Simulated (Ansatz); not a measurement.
Born–Oppenheimer molecular dynamics of FH5SSi (8 atoms, charge 0, multiplicity 1). It starts at the highest image of a converged band, a first-order saddle point between two minima.

All numbers below come from Ansatz, RKS PBE0/def2-SVP.

```
ensemble                      : NVE (velocity Verlet)
time step                     : 0.5 fs
steps asked                   : 200
starting velocities drawn for : 100 K
seed                          : 4545
```

First frame:

```xyz
8
Properties=species:S:1:pos:R:3
Si -0.229 0.035 -0.160
F -0.165 0.193 1.769
H 1.159 -0.496 0.023
H -0.237 1.477 -0.509
H -0.696 -0.780 -1.331
S -2.531 -0.045 0.724
H -2.579 -1.393 0.817
H -1.310 0.138 1.767
```

How far do the bonds stretch over the last three quarters of this one trajectory? (Pairs bonded in most of those frames.)


```json
{"bond": "Si1–F2", "mean (Å)": "1.644", "spread (Å)": "0.070", "shortest": "1.55", "longest": "1.82"}
{"bond": "Si1–H3", "mean (Å)": "1.498", "spread (Å)": "0.005", "shortest": "1.49", "longest": "1.51"}
{"bond": "Si1–H4", "mean (Å)": "1.491", "spread (Å)": "0.011", "shortest": "1.47", "longest": "1.51"}
{"bond": "Si1–H5", "mean (Å)": "1.498", "spread (Å)": "0.016", "shortest": "1.47", "longest": "1.53"}
{"bond": "S6–H7", "mean (Å)": "1.350", "spread (Å)": "0.005", "shortest": "1.34", "longest": "1.36"}
{"bond": "S6–H8", "mean (Å)": "1.361", "spread (Å)": "0.037", "shortest": "1.30", "longest": "1.42"}
```

Pairs bonded in part of these frames only: Si1–S6 25 %.

Mean temperature of the second half: 1748 K. The conserved energy stayed within 0.06 meV per atom of its start (net change 0.04 meV per atom), so the integration is sound. The kinetic energy rose, since the run started high on the potential surface and went downhill. It ends in pieces (FH3Si + H2S), so much of that is their flight and rotation, not heat. A run of 0.1 ps of so small a system gives no equilibrium averages. The orbitals stay closed-shell, which can raise the energy where a bond breaks towards radicals; this wasn't checked here.

The run took 12 min on 1 thread of Arm Neoverse N1 (shared host), peak memory 0.16 GiB.
